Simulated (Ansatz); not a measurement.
# triplet C2H3Al at 6 levels

Aim: a comparison of 6 runs (UB3LYP/6-31G*, U-wB97M-V/def2-TZVP, UB2PLYP/def2-TZVP, UBHLYP/def2-TZVP, RPA@PBE/def2-TZVP, UCCSD/def2-TZVP) of triplet C2H3Al. 

Program for the calculation: Ansatz 0.2.0.

37 further runs of the same task are left out: 1 that didn't finish, 36 set aside as unsound or not needed. Runs told in other sessions of the task aren't counted.

## (1) The system as given

C2H3Al has 6 atoms, charge 0, and is taken as a triplet. As SMILES of the parent species, `C#[C][AlH2]`. Geometry: relaxed at PBE0-D4/def2-TZVP. That shape belongs to the parent species and isn't relaxed for this state.

Bond lengths: C1–C2 1.211 Å, C2–Al3 1.906 Å, C1–H4 1.067 Å, Al3–H5 1.580 Å, Al3–H6 1.580 Å. Angles: C1–C2–Al3 179.9°, C2–C1–H4 180.0°, C2–Al3–H5 118.8°, C2–Al3–H6 118.8°, H5–Al3–H6 122.4°.

## (2) The energy at UB3LYP/6-31G(d) (spherical functions) (run 1)

Contents of input.yaml:

```yaml
basis:
  gaussian: {orbitals: 6-31G_st_-spherical.json}
crystal:
  periodic: [false, false, false]
  atoms:
    - {symbol: C, position_ang: [-0.792800, -1.637600, -0.298100]}
    - {symbol: C, position_ang: [-0.266100, -0.564200, -0.106200]}
    - {symbol: Al, position_ang: [0.564800, 1.124200, 0.195000]}
    - {symbol: H, position_ang: [-1.257000, -2.583100, -0.467400]}
    - {symbol: H, position_ang: [1.356700, 1.804700, -0.990500]}
    - {symbol: H, position_ang: [0.436600, 1.792000, 1.621000]}
total_charge: 0
magnetization: {spin_polarized: true, initial_magnetization: 2}
hamiltonian: {xc: {name: B3LYP}}
accuracy: high
output: {orbitals: {seedname: orbitals}}
```

The basis set 6-31G* is read from a file made from the Basis Set Exchange's data (not shown).

Launch:

```console
$ ansatz run input.yaml --threads 1 --pin off --max-ram 3480MiB --events-out events.jsonl --progress --plain --runs-dir runs
```

Output:

```text
Warning: RAYON_NUM_THREADS=1 ignored (pool sized by the plan → 1); use --threads N
Functional definition: B3LYP
  name "B3LYP"
  parameter a0 = 0.2
  parameter ax = 0.72
  parameter ac = 0.81
  exchange = (1 - a0 - ax)*slater_x + ax*b88_x + a0*exact_x
  correlation = (1 - ac)*vwn_rpa_c + ac*lyp_c
1086 factors; integrals over basis functions are off by at most 3.5e-9 eV
mean field evaluation 1: about -8702.5276 eV, gradient 3.8e1 eV
mean field evaluation 2: about -8615.7906 eV, gradient 9.4e1 eV
mean field evaluation 4: about -8709.3904 eV, gradient 2.2e1 eV
mean field evaluation 8: about -8713.1849 eV, gradient 9.5e-2 eV
mean field evaluation 16: about -8713.3027 eV, gradient 1.2e-3 eV
mean field evaluation 32: about -8713.3027 eV, gradient 7.5e-7 eV
mean field -8713.30268587 eV, -320.2079676170 hartree, gradient 3.8e-8 eV, S^2 2.010295; 6 other end points of the search recorded, 0 dependent functions left out
reference -8713.30272308 eV, -320.2079689846 hartree; 15, 13 occupied and 37, 39 virtual orbitals, 1086 factors
Total energy: -8713.30272308 eV, -320.2079689846 hartree
```

Run time: 11 s. Hardware: 1 thread of Intel Xeon Platinum 8259CL at 2.50GHz (Skylake/Cascade Lake), shared host; peak memory 0.21 GiB.

## (3) A single-point energy at U-wB97M-V/def2-TZVP (run 2)

Contents of input.yaml:

```yaml
crystal:
  periodic: [false, false, false]
  atoms:
    - {symbol: C, position_ang: [-0.792800, -1.637600, -0.298100]}
    - {symbol: C, position_ang: [-0.266100, -0.564200, -0.106200]}
    - {symbol: Al, position_ang: [0.564800, 1.124200, 0.195000]}
    - {symbol: H, position_ang: [-1.257000, -2.583100, -0.467400]}
    - {symbol: H, position_ang: [1.356700, 1.804700, -0.990500]}
    - {symbol: H, position_ang: [0.436600, 1.792000, 1.621000]}
basis:
  gaussian:
    orbitals: def2-TZVP
magnetization:
  spin_polarized: true
  initial_magnetization: 2
hamiltonian:
  xc: {name: wB97M-V}
output: {orbitals: {seedname: orbitals}}
accuracy: high
```

Launch:

```console
$ ansatz run input.yaml --threads 1 --pin off --max-ram 3480MiB --events-out events.jsonl --progress --plain --runs-dir runs
```

Output, cut to the lines that bear on the results:

```text
Warning: RAYON_NUM_THREADS=1 ignored (pool sized by the plan → 1); use --threads N
Functional definition: wB97M-V
  name "wB97M-V"
[...]
  gx(w, u) = 1 - cx + cx01*u + cx10*w
  gss(w, u) = css00 + css04*u^4 + css10*w + css20*w^2 + css43*w^4*u^3
  gos(w, u) = cos00 + cos10*w + (cos20 + cos21*u)*w^2 + (cos60 + cos61*u)*w^6
[...]
      + integral(e_c_pw_mod_opposite_spin*gos(b97_w_opposite, b97_u_opposite)) + vv10(b, c)
1904 factors; integrals over basis functions are off by at most 5.6e-9 eV
375 factors; integrals over basis functions are off by at most 1.3e-9 eV
[...]
mean field -8712.42876911 eV, -320.1758517686 hartree, gradient 8.8e-8 eV, S^2 2.003710; 4 other end points of the search recorded, 0 dependent functions left out
reference -8712.42877338 eV, -320.1758519252 hartree; 15, 13 occupied and 102, 104 virtual orbitals, 1904 factors
Total energy: -8712.42877338 eV, -320.1758519252 hartree
```

Wall time 3.3 min (1 thread of Intel Xeon Platinum 8259CL at 2.50GHz (Skylake/Cascade Lake), shared host); peak memory 0.96 GiB.

Run 3 isn't shown in full; the table further down has it.

## (4) A single-point energy at UBHLYP/def2-TZVP (run 4)

Edit input.yaml of step 3 so:

```diff
@@ -10,10 +10,6 @@
 basis:
-  gaussian:
-    orbitals: def2-TZVP
-magnetization:
-  spin_polarized: true
-  initial_magnetization: 2
-hamiltonian:
-  xc: {name: wB97M-V}
+  gaussian: {orbitals: def2-TZVP}
+magnetization: {spin_polarized: true, initial_magnetization: 2}
+hamiltonian: {xc: {name: BHLYP}}
+accuracy: high
 output: {orbitals: {seedname: orbitals}}
-accuracy: high
```

Launch:

```console
$ ansatz run input.yaml --threads 1 --pin off --max-ram 3480MiB --events-out events.jsonl --progress --plain --runs-dir runs
```

Output:

```text
Warning: RAYON_NUM_THREADS=1 ignored (pool sized by the plan → 1); use --threads N
Functional definition: BHLYP
  name "BHLYP"
  parameter a = 0.5
  exchange = (1 - a)*b88_x + a*exact_x
  correlation = lyp_c
1904 factors; integrals over basis functions are off by at most 5.6e-9 eV
mean field evaluation 1: about -8701.4519 eV, gradient 4.0e1 eV
mean field evaluation 2: about -8638.3678 eV, gradient 8.5e1 eV
mean field evaluation 4: about -8711.4096 eV, gradient 1.2e1 eV
mean field evaluation 8: about -8712.4828 eV, gradient 1.2e0 eV
mean field evaluation 16: about -8712.7090 eV, gradient 4.6e-2 eV
mean field evaluation 32: about -8712.7875 eV, gradient 1.0e0 eV
mean field -8712.96352417 eV, -320.1955036544 hartree, gradient 2.2e-8 eV, S^2 2.006703; 2 other end points of the search recorded, 0 dependent functions left out
reference -8712.96354987 eV, -320.1955045988 hartree; 15, 13 occupied and 102, 104 virtual orbitals, 1904 factors
Total energy: -8712.96354987 eV, -320.1955045988 hartree
```

It took 34 s on 1 thread of Intel Xeon Platinum 8259CL at 2.50GHz (Skylake/Cascade Lake), shared host; peak memory 0.44 GiB.

Run 5 isn't shown in full; the table further down has it.

## (5) The energy at UCCSD/def2-TZVP (run 6)

Contents of input.yaml:

```yaml
crystal:
  periodic: [false, false, false]
  atoms:
    - symbol: C
      position_ang: [-0.792800, -1.637600, -0.298100]
    - symbol: C
      position_ang: [-0.266100, -0.564200, -0.106200]
    - symbol: Al
      position_ang: [0.564800, 1.124200, 0.195000]
    - symbol: H
      position_ang: [-1.257000, -2.583100, -0.467400]
    - symbol: H
      position_ang: [1.356700, 1.804700, -0.990500]
    - symbol: H
      position_ang: [0.436600, 1.792000, 1.621000]
basis:
  gaussian:
    orbitals: def2-TZVP
magnetization:
  spin_polarized: true
  initial_magnetization: 2
correlation:
  method: ccsd
  frozen_orbitals: {Al: 5, C: 1, H: 0}
accuracy: high
scf:
  omitted_lower_state_checks: [cluster_reference, increment]
```

Launch:

```console
$ ansatz run input.yaml --threads 1 --pin off --max-ram 3480MiB --events-out events.jsonl --progress --plain --runs-dir runs
```

Output:

```text
Warning: RAYON_NUM_THREADS=1 ignored (pool sized by the plan → 1); use --threads N
[... 17 lines left out ...]
7 core orbitals not correlated: weight in the atoms' cores, before any rotation towards them, 1.000 or more for the frozen orbitals, at most 0.000 for the correlated occupied ones
[... 30 lines left out ...]
Total energy: -8696.56300095 eV, -319.5927955427 hartree
Checks for a lower state left out: cluster_reference, increment
```

It took 64 s on 1 thread of Intel Xeon Platinum 8259CL at 2.50GHz (Skylake/Cascade Lake), shared host; peak memory 2.1 GiB.

## (6) Overview of the runs

```csv
run,level,frozen core orbitals,energy (Eh),HOMO energy (eV),⟨S²⟩,wall time
1,UB3LYP/6-31G* (spherical functions),–,-320.207969,-3.48,2.010,11 s
2,U-wB97M-V/def2-TZVP,–,-320.175852,-5.93,2.004,3.3 min
3,UB2PLYP/def2-TZVP,7,-320.041215,-4.92,2.008,50 s
4,UBHLYP/def2-TZVP,–,-320.195505,-4.93,2.007,34 s
5,RPA@PBE/def2-TZVP,7,-319.815696,–,2.005,39 s
6,UCCSD/def2-TZVP,7,-319.592796,–,2.024,64 s
```

## (7) What came out

```
                                          quantity          value
                               run 6: total energy  -319.59280 Eh
run 6: correlation energy (7 core orbitals frozen)     -360.5 mEh
          run 6: ⟨S²⟩ of the reference determinant          2.024
                              run 6: T1 diagnostic          0.019
```

**Reading.** Totals of different functionals can't be ranked against each other. All runs together took 6.6 min, the longest 3.3 min.
